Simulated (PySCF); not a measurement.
# BrHN2: the cost of one run

Programs: PySCF 2.14.0. All values are calculated, for the isolated system unless a continuum is named. Atoms count from 0, parts from 1.

## Step 1: The system as given

4 atoms, charge 0, multiplicity 1; geometry: GFN2-xTB. Parts: 1 = atoms 0–1, `Br`, charge 0; 2 = atoms 2–3, `N#N`, charge 0.

## Step 2: Geometry optimisation at PBE0-D3(BJ)/def2-TZVPD

What the job is given:

```
{"job": {"xc": "PBE0", "basis": "def2-TZVPD", "d3": "d3bj", "grid": 3, "kind": "geom", "shake": 0.01}, "charge": 0, "multiplicity": 1, "parts": [{"atoms": "0-1", "charge": 0, "multiplicity": 1}, {"atoms": "2-3", "charge": 0, "multiplicity": 1}]}
Br     0.825242     0.112570     0.157181
H     -0.552495    -0.045231    -0.197846
N     -2.530768    -0.289461    -0.683564
N     -3.538692    -0.417254    -0.922792
```

On the command line:

```sh
> OMP_NUM_THREADS=1 python cluster_run.py task.json out
```

One launch serves the whole session: the jobs run in the order shown.

Q: Estimate the wall time and peak memory of this first job on 1 thread of Arm Neoverse V1, shared host.

About 41 s, with a peak of 0.52 GiB.
